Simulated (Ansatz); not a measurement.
Ansatz (an electronic-structure program) input (PBE0/aug-cc-pV(T+d)Z): A basis named .json is the Basis Set Exchange file of that set (core-valence sets with the plain set on hydrogen).

Ansatz 0.2 input:
```yaml
crystal:
  periodic: [false, false, false]
  atoms:
    - {symbol: O, position_ang: [0.02204159, 1.10436371, -0.00118827]}
    - {symbol: H, position_ang: [-0.92327012, 1.31460394, 0.01604549]}
    - {symbol: Cl, position_ang: [0.04393750, -0.59703021, -0.00038467]}
basis:
  gaussian:
    orbitals: aug-cc-pV_T+d_Z.json
    fitting: {mean_field: def2-SV_P_-JKFIT.json}
hamiltonian:
  xc: {name: PBE0}
magnetization: {spin_polarized: false}
```

Output:

```
Functional definition: PBE0
integrals: 0.02 GiB planned
223 factors; integrals over basis functions are off by at most 1.4e0 eV
mean field: 0.28 GiB planned
mean field evaluation 1: about -14576.7433 eV, gradient 4.1e1 eV
mean field evaluation 2: about -14569.4771 eV, gradient 7.4e1 eV
mean field evaluation 4: about -14579.3773 eV, gradient 1.7e0 eV
mean field evaluation 8: about -14579.3830 eV, gradient 1.1e-2 eV
mean field -14579.38299396 eV, -535.7824427674 hartree, gradient 3.5e-5 eV, S^2 0.000000; 0 other end points of the search recorded, 0 dependent functions left out
reference -14579.38302769 eV, -535.7824440070 hartree; 13, 13 occupied and 111, 111 virtual orbitals, 223 factors
Total energy: -14579.38302769 eV, -535.7824440070 hartree
```
